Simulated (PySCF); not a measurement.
An unknown is described by computed data only.

Formula: C3H3N2; charge -1.

- Rotational structure: rotational constants A, B, C: 9.986, 9.825, 4.952 GHz [PBE0-D3(BJ)/def2-SVP]
- 1H NMR: chemical shifts (computed TMS as zero) by class: 7.31 (2 H), 5.95 (1 H) ppm [GIAO PBE/pcSseg-2]
- 13C NMR: chemical shifts (computed TMS as zero) by class: 135.0 (2 C), 96.5 (1 C) ppm [GIAO PBE/pcSseg-2]
- Couplings: largest of the computed one-bond spin–spin couplings (means over like bonds): 13C–1H +171.9 (×2), 13C–1H +165.9, 13C–13C +66.2 (×2), 15N–15N -20.2, 15N–13C +6.9 (×2) Hz [B3LYP/pcJ-1]
- NMR, other nuclei: isotropic shieldings of nuclei other than C and H, by class: -108 (2 N) ppm [GIAO PBE/pcSseg-2]
- XPS: C1s 284.3, C1s 284.8 (×2), N1s 398.4 (×2) eV [ΔSCF SCAN, pcX-2 on the ionised atom, pcseg-1 elsewhere, spin-free X2C]

The electronic properties come from PySCF, for the isolated species, density fitting. Levels stand in brackets. Isolated species at its PBE0-D3(BJ)/def2-SVP geometry, gas phase. The geometry's basis has no diffuse functions, a weakness for an anion. The HOMO energy is positive, so at this level the finite basis confines the outermost electrons. No diffuse functions stand in pcJ-1 and pcSseg-2, which bears on an anion's orbital energies. NMR values are class means; diastereotopic atoms form classes of their own.

Task: Propose a structure and show how it fits.

Result: Numbering: `[cH:1]1[cH:2][n:3][n-:4][cH:5]1`. 3 carbons fall into 2 classes; from least to most shielded: aromatic CH next to a ring nitrogen [C2/C5] (135.0 ppm, 2 C), aromatic CH carbon [C1] (96.5 ppm). Hydrogen classes from least to most shielded: 2 H on 2 like atoms (aromatic CH next to a ring nitrogen), C2/C5 (7.31 ppm), 1 H on an aromatic CH carbon, C1 (5.95 ppm). The other shieldings belong to: -108 ppm, nitrogen bonded to C and N [N3/N4]. The couplings run between: +171.9 Hz, aromatic CH next to a ring nitrogen [C2] and its hydrogen (with 1 like pair); +165.9 Hz, aromatic CH carbon [C1] and its hydrogen; +66.2 Hz, aromatic CH carbon [C1] and aromatic CH next to a ring nitrogen [C2] (with 1 like pair); -20.2 Hz, nitrogen bonded to C and N [N3] and nitrogen bonded to C and N [N4]; +6.9 Hz, nitrogen bonded to C and N [N3] and aromatic CH next to a ring nitrogen [C2] (with 1 like pair). The core levels belong to: C1s 284.3 eV, aromatic CH carbon [C1]; C1s 284.8 eV, aromatic CH next to a ring nitrogen [C2/C5]; N1s 398.4 eV, nitrogen bonded to C and N [N3/N4]. The optimised geometry has point group C2v and is an asymmetric top. Structure: `c1cn[n-]c1`. The assignments are read from this structure; whether some other isomer fits the data as well wasn't checked.
